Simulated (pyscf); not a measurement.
H₂N–SiH₂–Cl + water (H₂O) → H₂N–SiH₂–OH + hydrogen chloride (HCl) (four-centre exchange; singlet surface; Cl–Si, H–O broken, O–Si, Cl–H formed). Structures and frequencies: ωB97X-D3(BJ)/def2-SVP in PySCF. Correlated levels are frozen-core, on RHF or UHF. ΔMP2 is the change of the MP2 total energy from the triple- to the quadruple-zeta basis. Rate constants from transition-state theory, CCSD(T)/def2-TZVPP + ΔMP2(QZVPP) energies (ideal gas, 1 atm, RRHO with modes under 100 cm⁻¹ raised to 100, one conformer, R ln 2 for chiral ones without a mode under 150 cm⁻¹; no tunnelling), k in cm³ molecule⁻¹ s⁻¹.

```csv
T (K),1000/T,log10 k
298,3.354,-26.82
600,1.667,-20.17
900,1.111,-17.82
1200,0.833,?
```

Question: Fit an Arrhenius line to the three values, give the activation energy, and predict k at 1200 K.

Answer: Least squares gives log10 k = -13.44 − 4.00 × 1000/T, so Ea = 4.00 × ln 10 × 1.987 = 18.3 kcal/mol, against an electronic barrier of 16.0. At 1200 K the line gives -16.77; the computed value is -16.54 (ΔG‡ = 61.2 kcal/mol), a factor 1.7 over the line, since the plot is curved. On the product side the descent ends in a complex, 6.3 kcal/mol under the separated species and 17.7 kcal/mol under the saddle at ωB97X-D3(BJ)/def2-TZVP. One saddle was located; it need not be the lowest between these sides. The CCSD(T) − MP2 part came from Ansatz, without density fitting, on the same reference.
